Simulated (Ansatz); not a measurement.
SnSe (Pnma, No. 62) was calculated with PBE-D4 (Ansatz, an electronic-structure program, PAW).

Settings: plane-wave cutoff 500 eV, 4×10×8 k mesh (along the axes of the cell as run), gaussian smearing 0.02 eV, scalar-relativistic PAW data made under PBE.

Computed at the level's own relaxed cell.

Give the computed equilibrium volume per atom and band gap.


equilibrium volume per atom: 26.30 Å³/atom
band gap: 0.56 eV (on the SCF k mesh)

Measured, for comparison: band gap 0.91 eV (temperature not stated, no zero-point or thermal correction, compiled measured gap; kind and temperature not stated; as tabulated in Kothakonda et al. (2022), arXiv:2208.02841).

Note: a distance lies near a switch of the dispersion term, which can move the cell.

Spin–orbit coupling is not included.

The computed numbers hold no vibrational or temperature effects.
